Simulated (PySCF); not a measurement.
Which method gave which barrier?

Saddle point of SiH4ClF, closed shell (SiH₂ClF ([F][SiH2][Cl]) + H₂ → SiH₃Cl ([SiH3][Cl]) + HF; bonds formed: Si1–H7, F2–H6; bonds broken: Si1–F2, H6–H7), PBE0-D4/def2-TZVP structure:

```csv
atom,x (Å),y (Å),z (Å)
Si1,-0.2630,-0.2565,-0.2324
F2,0.3962,0.3590,1.4744
H3,-0.2628,-0.3214,-1.7186
H4,-0.1364,-1.6423,0.2501
Cl5,-2.0417,0.7032,0.0884
H6,1.0984,0.6116,0.5624
H7,1.2092,0.5465,-0.4243
```

PySCF 2.14 with density fitting (its default auxiliary sets; JK sets also for MP2 and CCSD(T)); basis: def2-TZVPP, with def2-QZVPP for the basis limit; cores frozen in the correlated methods. B3LYP uses VWN-RPA correlation. Extrapolation: Hartree–Fock as exp(−7.88 √X), correlation as X^−2.97. Four methods, as single points on the PBE0-D4 structures, gave these electronic barriers from the start structure: 44.02, 61.54, 66.68, 79.73 kcal/mol.

Q: The methods were, in alphabetical order, B3LYP-D4, BHLYP-D4, HF, SPW92. Which gave which? (Judge from chemistry; the calculation decides.)

A: The calculation gives: SPW92 44.02; B3LYP-D4 61.54; BHLYP-D4 66.68; HF 79.73 kcal/mol. For comparison, CCSD(T) at an estimated basis limit (MP2 extrapolated from triple and quadruple zeta, plus CCSD(T) − MP2 in triple zeta) gives 63.37 kcal/mol.

T1 diagnostic: at most 0.012.

Labels in which every atom is bracketed show which atoms are joined, not bond orders.

For scale, one of the runs: CCSD(T)/def2-TZVPP, 171 basis functions, launched by `OMP_NUM_THREADS=4 python run.py`. Hardware: 4 CPU threads of an Arm Neoverse V1, shared host. Wall time 3.1 min; peak host memory 1.5 GiB.
